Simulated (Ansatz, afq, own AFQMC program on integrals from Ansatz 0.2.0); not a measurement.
**O, triplet → O, singlet**

A free O atom.

E(singlet, charge +0) − E(triplet, charge +0) at this geometry, on UHF and RHF determinants.

Basis cc-pVDZ. Noble-gas cores (and the filled d shells of Ga–Kr and In–Xe) are frozen. Ansatz 0.2.0 and our own AFQMC program on the same integrals; the CISD trial comes from CCSD amplitudes, and released means the phaseless constraint is let go. Error bars are statistical, one sigma. The errors of all members are added in quadrature.

Full CI is exact in this basis; where marked, its frozen core comes from its own orbitals, which moves totals by up to a few meV.

Errors are counted within cc-pVDZ, not against nature.

Cautions: O (triplet): full CI with its own frozen core; O (singlet): another spin lies lower, restricted determinant unstable towards unrestricted (UHF 2.44 eV lower, ⟨S²⟩ 1.01), strong correlation (T1 0.002, weight of the determinant 0.82, largest double 0.30), the released energies get too noisy after the second time (errors over twice the walk's own, or jumping), so no released level is given (meV from the phaseless value at times in 1/Eh: -29 ± 12 at 0.24, -35 ± 14 at 0.50, -69 ± 16 at 1.00, -67 ± 25 at 1.50), though the last usable value meets full CI within the noise, the determinant fills the p orbitals unequally in pairs, so it mixes two states of the atom (¹D and ¹S), and each level undoes that mixture to a different degree, while full CI gives the lower state, CCSDTQ on the UHF determinant differs (2.14 eV lower), perhaps since the unrestricted series falls towards higher spin, full CI with its own frozen core, its ph-AFQMC/CISD value lies 48 ± 8 meV above full CI.

Reference (full CI): 49.4 kcal/mol.

| level | vertical spin gap (kcal/mol) | error against FCI (kcal/mol) |
| --- | --- | --- |
| HF | 79.6 | 30.3 |
| MP2 | 68.9 | 19.6 |
| CCSD | 56.4 | 7.1 |
| CCSD(T) | 52.2 | 2.9 |
| CCSDT | 50.8 | 1.4 |
| CCSDT(Q) | 49.4 | 0.0 |
| CCSDTQ | 49.4 | 0.1 |
| ph-AFQMC/CISD | 50.5 ± 0.2 | 1.1 ± 0.2 |

Correlation beyond CCSD(T) takes off 2.9 kcal/mol. The perturbative (T) step is worth −4.2 kcal/mol. Where a determinant mixes two states, these steps and errors hold in part the undoing of that mixture, and only full CI is sure.

CCSDT and higher add their correlation energy to the determinant of the CCSD(T) run, since their own runs factorise the integrals more tightly (a shift of under 2 meV).
